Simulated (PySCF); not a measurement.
hydrogen sulfide cation (H2S), SMILES S (connectivity only; charge and spin as stated), charge +1, multiplicity 2. Atoms are numbered in the order given.

```xyz
3

S      0.0000     0.0000     0.1044
H      0.0000    -0.9877    -0.8354
H      0.0000     0.9877    -0.8354
```
Charge +1, spin multiplicity 2.

Geometry optimised at PBE0-D3(BJ)/def2-TZVPD. The spin state was assumed, not searched.

Method: PBE/pcH-1 (PySCF).

Unrestricted Kohn–Sham, ⟨S²⟩ = 0.753. Hyperfine tensors hold the contact and dipolar terms, without spin-orbit corrections.

Computed hyperfine couplings:
| nucleus | A(iso) (MHz) | A(iso) (G) | dipolar principal values (MHz) |
|---|---|---|---|
| 33S no. 1 | 17.3 | 6.2 | -101.9, -96.9, 198.8 |
| 1H no. 2 | -52.8 | -18.8 | -23.6, -1.5, 25.1 |
| 1H no. 3 | -52.8 | -18.8 | -23.6, -1.5, 25.1 |

**Question.** And the g tensor (effective nuclear charges for spin-orbit coupling, GIAO)? (Estimate from the structure and the level; the computed values follow.)

**Answer.** principal values 2.0024, 2.0151, 2.0292; isotropic 2.0156.
